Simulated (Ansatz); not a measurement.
**Aluminium trichloride (monomer) (AlCl₃): up Jacob's ladder to CCSD(T)**

One table from this session's results is given with a row withheld; the runs are named, their logs left out.

Computed with Ansatz 0.2.0, Gaussian basis. Level: functionals in def2-TZVPP, the program's frozen cores in correlated methods.

The runs, in order: LDA (SPW92), PBE-D4, revPBE-D4, BLYP-D4, r2SCAN-D4, B97M-V, PBE0-D4, B3LYP-D4, r2SCANh-D4, r2SCAN0-D4, HSE06-D4, BHLYP-D4, CAM-B3LYP-D4, LC-ωPBE, ωB97X-V, ωB97M-V, B2PLYP, PBE-QIDH; CCSD(T)/def2-SVP; CCSD(T)/def2-TZVPP; CCSD(T)/def2-QZVPP; extrapolation to the limit; RPA on PBE.

## Structure used throughout

All runs share one geometry, relaxed beforehand with PBE0-D4 in a triple-zeta def2 set.

SMILES `[Cl][Al]([Cl])[Cl]`, 4 atoms, charge 0, spin multiplicity 1.

Atoms are counted from 1 here; the program's logs count them from 0.

Bond lengths: Cl1–Al2 2.069 Å, Al2–Cl3 2.069 Å, Al2–Cl4 2.069 Å. Angles: Cl1–Al2–Cl3 120.0°, Cl1–Al2–Cl4 120.0°, Cl3–Al2–Cl4 120.0°.

Set-up of the first run:

File in.yaml:

```yaml
crystal:
  periodic: [false, false, false]
  atoms:
    - {symbol: Cl, position_ang: [-1.126301, -0.123934, 1.717605]}
    - {symbol: Al, position_ang: [0.013874, -0.015083, -0.005118]}
    - {symbol: Cl, position_ang: [1.736329, -1.147605, -0.178747]}
    - {symbol: Cl, position_ang: [-0.568403, 1.226322, -1.554140]}
basis:
  gaussian: {orbitals: def2-TZVPP}
hamiltonian: {xc: lda}
output: {orbitals: {seedname: orbitals}}
```

Started as:

```
> ansatz run in.yaml --threads 4 --pin off --events-out ev --progress --plain --max-ram 10444MiB
```

Among the steps run: LDA; PBE-D4 (GGA); revPBE-D4 (GGA); BLYP-D4 (GGA); r2SCAN-D4 (meta-GGA); B97M-V (meta-GGA); B3LYP-D4 (hybrid); r2SCANh-D4 (hybrid); r2SCAN0-D4 (hybrid); HSE06-D4 (hybrid); BHLYP-D4 (hybrid); CAM-B3LYP-D4 (range-separated); LC-ωPBE (range-separated); ωB97X-V (range-separated); ωB97M-V (range-separated); B2PLYP (double hybrid); PBE-QIDH (double hybrid).

One table of the session follows, with a row left open; its other results are not shown here.

It belongs to the step «Orbital energies across the functionals». 

| functional | HOMO (eV) | gap (eV) |
| --- | --- | --- |
| LDA (SPW92) | -8.10 | 5.68 |
| PBE-D4 | -7.95 | 5.84 |
| revPBE-D4 | -7.90 | 5.94 |
| BLYP-D4 | -7.76 | 5.74 |
| r2SCAN-D4 | -8.33 | 6.67 |
| B97M-V | -8.39 | 6.61 |
| PBE0-D4 | -9.38 | 8.12 |
| B3LYP-D4 | ? | ? |
| r2SCANh-D4 | -8.85 | 7.45 |
| r2SCAN0-D4 | -9.63 | 8.62 |
| HSE06-D4 | -8.98 | 7.34 |
| BHLYP-D4 | -10.63 | 10.20 |
| CAM-B3LYP-D4 | -10.73 | 10.43 |
| LC-ωPBE | -12.21 | 13.18 |
| ωB97X-V | -11.80 | 12.59 |
| ωB97M-V | -11.62 | 12.11 |

**Question.** Estimate the row for B3LYP-D4.

Worked estimate for «HOMO (eV)». Against the share of exact exchange, BLYP-D4 (0, -7.76), BHLYP-D4 (0.5, -10.63) give a slope of -5.74 per unit share; at 0.2 the line stands at -8.91.

As computed: HOMO (eV): -9.07; gap (eV): 7.55. In «HOMO (eV)» the line misses by +0.16.
